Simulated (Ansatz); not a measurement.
`O[B]S` radical, charge 0, multiplicity 2.

Task: Give a relaxed structure at PBE0-D4/def2-TZVP (the Gaussian-basis code of Ansatz). (Estimate.)

Result: Computed: 
Z-matrix (Å, degrees):
```
O
B 1 1.341
H 1 0.961 2 114.1
S 2 1.783 1 126.1 3 -180.0
H 4 1.353 2 97.8 1 -0.0
```
Point group Cs.
